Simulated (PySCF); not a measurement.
Species: PO4 (charge -3).
SMILES with atom numbers: `[O:1]=[P:2]([O-:3])([O-:4])[O-:5]`

The closed-shell ground state was solved at several levels (PySCF, density fitting, gas phase, non-relativistic). Geometry: PBE0-D3(BJ)/def2-SVP; no solvent, vibrations or thermal averaging. Whether so highly charged an anion holds all its electrons in the gas phase wasn't checked; a finite basis holds them in any case. The ion is multiply charged and computed without counter-ions or solvent. The HOMO energy is positive, so at this level the finite basis confines the outermost electrons. No diffuse functions stand in 6-31G, 6-31G*, STO-3G, def2-SVP, def2-TZVP and pcSseg-2, which bears on an anion's orbital energies.

```
             level  basis functions  HOMO (eV)  LUMO (eV)  gap (eV)
BHandHLYP/pcSseg-2              187       8.27      18.89     10.62
       PBE0/STO-3G               29      22.19      33.91     11.72
    B97-2/pcSseg-2              187      10.10      18.29      8.19
CAM-B3LYP/pcSseg-2              187       8.30      19.07     10.77
    PBE0/def2-TZVP              161      10.23      19.36      9.13
        PBE0/6-31G               49      11.19      20.46      9.27
PBE0/6-311+G(2d,p)              143       8.97      11.70      2.73
       PBE0/6-31G*               74      11.84      21.48      9.64
     PBE0/def2-SVP               74      12.11      22.20     10.09
  wB97X-D/pcSseg-2              187       7.79      19.82     12.03
```

Question: What might LC-wPBE/pcSseg-2 (187 basis functions) give for the same quantities?

Answer: HOMO 6.95 eV, LUMO 20.30 eV, gap 13.35 eV.

Question: Over all these levels, which gives the widest orbital gap and which the narrowest?

Answer: LC-wPBE/pcSseg-2 (range-separated hybrid) has the widest, 13.35 eV, and PBE0/6-311+G(2d,p) (global hybrid, 25 % exact exchange) the narrowest, 2.73 eV. Functional and basis both differ between the two, so the spread mixes both effects.

Question: How much does the basis alone move the frontier levels among the 6 PBE0 rows?

Answer: The HOMO by 13.22 eV and the LUMO by 22.21 eV. By rising basis size (HOMO, LUMO in eV): STO-3G 22.19, 33.91; 6-31G 11.19, 20.46; 6-31G* 11.84, 21.48; def2-SVP 12.11, 22.20; 6-311+G(2d,p) 8.97, 11.70; def2-TZVP 10.23, 19.36.
